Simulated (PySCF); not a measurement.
Compound: phosphabenzene, C5H5P.
Atom-mapped SMILES: `[cH:1]1[cH:2][cH:3][p:4][cH:5][cH:6]1` (hydrogens: H7 on C1; H8 on C2; H9 on C3; H10 on C5; H11 on C6)

Computed, not measured: PBE0-D3(BJ)/def2-SVP geometry optimisation, gas phase in PySCF 2.14.0.

Q: What internal coordinates does the optimisation give?

A: 
| bond | length (Å) |
| --- | --- |
| C1–C2, C1–C6 | 1.396 |
| C2–C3, C5–C6 | 1.391 |
| C3–P4, P4–C5 | 1.738 |
| C1–H7 | 1.093 |
| C2–H8, C6–H11 | 1.095 |
| C3–H9, C5–H10 | 1.095 |

Bonds in one row agree within 0.01 Å and their mean is given. A selection of angles:
| angle | degrees |
| --- | --- |
| C2–C1–C6 | 122.6 |
| C2–C1–H7 | 118.7 |
| C1–C2–C3 | 123.2 |
| C1–C2–H8 | 118.2 |
| C3–C2–H8 | 118.6 |
| C2–C3–P4 | 125.5 |
| C2–C3–H9 | 118.0 |
| P4–C3–H9 | 116.6 |
| C3–P4–C5 | 100.1 |

P4 (phosphorus bonded to 2 C) is bent (angle 100.1°). The 6-membered ring C1–C2–C3–P4–C5–C6 has internal angles of 100.1° to 125.5° (sum 720°, against 720° for a flat polygon); it is planar, 0.00 Å rms from its mean plane, widest ring torsion 0°. The 6 heavy atoms lie in one plane (0.000 Å rms).

Point group: C2v (tolerance 0.08 Å). No PBE0-D3(BJ)/def2-SVP frequencies stand behind this structure, so it isn't proved a minimum.
